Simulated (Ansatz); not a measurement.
Reaction (SMILES): N (NH3) → [NH2] (NH2) + H atom
B3LYP-D3(BJ)/def2-TZVP geometries, fixed; electronic energies without zero-point terms.

Energies in hartree at r2SCAN with Ansatz (a quantum-chemistry and plane-wave program); the bond dissociation energy is their sum with the coefficients shown, times 627.509 kcal/mol a hartree. All functions are spherical. The program fits the integrals of some runs and decomposes those of others, by size. Open shells are unrestricted. No added dispersion term, no relativity.

```tsv
species	coefficient	part	cc-pVDZ	cc-pVTZ	cc-pVQZ
N (NH3)	-1	r2SCAN	-56.51808	-56.54532	-56.55108
[NH2] (NH2)	+1	r2SCAN	-55.84653	-55.86940	-55.87454
H atom	+1	r2SCAN	-0.49921	-0.49993	-0.50009
```

Predict the bond dissociation energy in cc-pV5Z (X = 5): let each r2SCAN step shrink by the ratio of the last two. Compare with the run.


- N (NH3): steps -0.02724 and -0.00576, ratio 0.211, so r2SCAN -56.55230 (run: -56.55352).
- [NH2] (NH2): steps -0.02287 and -0.00514, ratio 0.225, so r2SCAN -55.87570 (run: -55.87657).
- H atom: steps -0.00072 and -0.00016, ratio 0.222, so r2SCAN -0.50013 (run: -0.50016).
Predicted 110.74 kcal/mol; the run in cc-pV5Z gives 110.94, a miss of -0.20. Keeping the value in cc-pVQZ, 110.72, would miss by -0.21. All sums are of the energies as printed.
